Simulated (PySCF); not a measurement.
2-cyclopropen-1-one, C3H2O.
Z-matrix (Å and degrees, GFN2-xTB geometry), rows numbered from 1:
```
O 
C   1  1.1895
C   2  1.4313  1  151.87
C   3  1.3490  2   61.88  1   179.93
H   3  1.0675  2  153.34  4  -179.87
H   4  1.0674  2  153.29  3  -179.96
```

Mulliken charges (e) from the PBE0/pcSseg-1 density (PySCF), one withheld:

```csv
atom,bonded to,charge
O1,C2,?
C2,O1 C3 C4,+0.3433
C3,C2 C4 H5,-0.0920
C4,C3 C2 H6,-0.0919
H5,C3,+0.1019
H6,C4,+0.1018
```

Task: What is the charge on O1?

Result: The charges add up to the total charge, 0. The others sum to +0.3631, which leaves -0.3631 e for O1 (carbonyl oxygen); the computed value is -0.3633, the difference coming from rounding.

Task: Add each hydrogen's charge to the atom that carries it.

Result: C3 +0.0099, C4 +0.0099. Atoms without hydrogen keep their charges.

Task: Across which bond do the charges differ most?

Result: C2–O1: +0.3433 on C2 against -0.3633 on O1, a difference of 0.7066 e. The lower charge is on the more electronegative element of the two (Pauling values: O 3.44, C 2.55).

Task: Take the bonds between elements whose Pauling electronegativities differ by more than 0.25. In how many does the more electronegative atom carry the lower charge?

Result: In 3 of 3.

Task: How much positive and how much negative charge does this set hold in all?

Result: +0.5470 e on 3 atoms and -0.5472 e on 3.

The Mulliken scheme counts on each atom the diagonal of the density matrix times the overlap matrix over that atom's basis functions. Geometry: GFN2-xTB; no solvent, vibrations or thermal averaging.

The run behind these numbers computed NMR shieldings as well. Hardware: one thread of an Arm Neoverse V1 (shared host). Cost: 3.1 s.
